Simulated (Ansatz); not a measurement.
Correlation energies of C2H5FN2, SMILES `N=C(F)CN` by basis set

```xyz
10

N    -0.989   -1.235   -0.421
C    -0.174   -0.790    0.409
F     0.188   -1.470    1.521
C     0.529    0.531    0.333
N     0.220    1.346   -0.811
H    -1.337   -2.155   -0.158
H     0.302    1.077    1.256
H     1.605    0.332    0.375
H     0.431    0.836   -1.660
H    -0.776    1.527   -0.843
```

Charge 0, multiplicity 1. The structure was optimised at the PBE0-D4/def2-TZVP level. It is one conformer, not always the lowest. Frozen core, restricted reference, Ansatz 0.2.0. CBS rows extrapolate triple and quadruple zeta; past MP2 they add the triple-zeta difference.

```csv
basis,HF (Eh),MP2 corr.,CCSD corr.,(T),CCSD(T) total
def2-SVP,-286.74974,-0.78465,-0.82127,-0.02370,-287.59471
def2-TZVPP,-287.09362,-0.98928,-1.01377,-0.04047,-288.14786
def2-QZVPP,-287.10646,-1.06409,–,–,–
CBS(def2),-287.10823,-1.11949,-1.14398,as TZ,-288.29268
```
